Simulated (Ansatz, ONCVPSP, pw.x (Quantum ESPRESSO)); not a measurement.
# From atom to crystal: ONCV potential for P

* Element: phosphorus
* Generator: ONCVPSP 4.0.1.1 (patched build)
* Type: optimised norm-conserving Vanderbilt (ONCV)
* Functional: LDA (Perdew-Wang 92)
* Relativity: scalar-relativistic
* Frozen core: [Ne]
* Valence charge: 5
* Reference configuration: 3s2 3p3
* Partial waves: 3s: rc 1.55 bohr, ncon 3, nbas 7, qcut 4 1/bohr, 2 projectors, debl 3.7 Ha; 3p: rc 1.70 bohr, ncon 4, nbas 8, qcut 4.6 1/bohr, 2 projectors, debl 2.2 Ha; d scattering state at 0.15 Ha: rc 1.65 bohr, ncon 4, nbas 7, qcut 5.7 1/bohr, 2 projectors, debl 3 Ha
* Local potential: polynomial inside 1.15 bohr (lpopt 5, dvloc0 6 Ha)
* Core correction: none

Crystal test: diamond P in pw.x 7.5, no spin, 9³ k-points, Fermi–Dirac smearing 0.01 Ry, cutoffs 125/500 Ry. The reference is all-electron LAPW (Ansatz 0.2.0) with the same functional, mesh and smearing; V0 and B0 come from Birch–Murnaghan fits to the pressures at five volumes. Errors are pseudo minus all-electron; Δ is the rms difference of the E(V) curves that follow from these fits, minima aligned, over ±6 % about the mean V0. Mesh and smearing are coarse, so the numbers serve the comparison and aren't converged zero-temperature values; the lattice is a test structure that the element need not adopt.

All-electron: a0 = 5.345 Å (V0 = 19.09 Å³/atom), B0 = 49.1 GPa.

Problem. How far does the potential miss the all-electron equation of state?

Solution. mean pressure error (GPa): -0.21; a0 (Å): 5.337; a0 error (%): -0.14; B0 error (%): -0.6; Δ (meV/atom): 0.9.

```
V (Å³/atom)  P all-electron (GPa)  P pseudo (GPa)
     18.177                  2.58            2.32
     18.656                  1.16            0.92
     19.134                 -0.12           -0.32
     19.612                 -1.27           -1.46
     20.091                 -2.33           -2.50
```

Problem. At the middle volume, how do free energy and pressure move when the wave cutoff is lowered (ecutrho kept at four times it)?

Solution.

| cutoff (Ry) | shift of F (meV/atom) | shift of P (GPa) |
| --- | --- | --- |
| 56 | +25.7 | -0.24 |
| 75 | +16.1 | +0.03 |
| 100 | +8.0 | -0.27 |

The run at the middle volume (35 k-points, 7 iterations) took about 90 s on one core of a shared host (Neoverse-N1, 64 threads, 124 GiB, load 59).
